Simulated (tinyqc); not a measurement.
The basis set: RHF and MP2 along a ladder of basis sets, for LiH, spin multiplicity 1. Computed by the program tinyqc with PySCF. Same geometry throughout; the dipole is taken about the origin.

Geometry (angstrom):
```
atom       x       y       z
Li    0.0000  0.0000  0.0000
H     0.0000  0.0000  1.4950
```

RHF and frozen-core MP2 in a ladder of bases:
```
basis    functions  E(RHF) (hartree)  E(MP2 corr) (hartree)  HOMO (eV)  LUMO (eV)  dipole (debye)
sto-3g           6          -7.86333               -0.01194     -7.999      2.150           4.836
3-21g           11          -7.92687               -0.01227     -8.278      0.145           5.686
6-31g           11          -7.97665               -0.01214     -8.330      0.313           5.730
6-31g**         19          -7.97874               -0.02048     -8.315      0.315           5.694
cc-pvdz         19          -7.98159               -0.02257     -8.325      0.092           5.740
cc-pvtz         44          -7.98489               -0.02738     -8.345      0.048           5.753
```

What does the comparison show, and why?

From cc-pVDZ to cc-pVTZ the RHF energy falls by 3.3 mhartree and the correlation energy by 4.8. If valence correlation converges as X^-3, (27 E(T) - 8 E(D))/19 gives -0.0294 hartree, a rough estimate from such small X that usually falls short; STO-3G holds about 41 % of it. Beyond STO-3G the LUMO moves by 0.3 eV and the HOMO by 0.1 eV.
